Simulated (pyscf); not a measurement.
PySCF, gas phase, ωB97X-D3(BJ)/def2-SVP geometries.

Q: •HN–Al(NH₂)–NH₂ (SMILES [NH][Al]([NH2])[NH2]) + H₂ (SMILES [H][H]) → H₂N–Al(NH₂)–NH₂ (SMILES [NH2][Al]([NH2])[NH2]) + H• (SMILES [H])
Surface: doublet. Broken: H–H. Formed: H–N. Give ΔE‡ and ΔE from ωB97X-D3(BJ)/def2-TZVP, relative to the separated reactants.

A: ΔE‡ = 5.8 kcal/mol, ΔE = -11.3 kcal/mol. ωB97M-D3(BJ)/def2-TZVP gives 5.8 kcal/mol and -11.5 kcal/mol. Zero-point energy shifts the barrier by +1.3 kcal/mol. It is a hydrogen abstraction, with an imaginary mode of 1059i cm⁻¹. One saddle was located; it need not be the lowest between these sides. The angle at the transferred H is 154°.
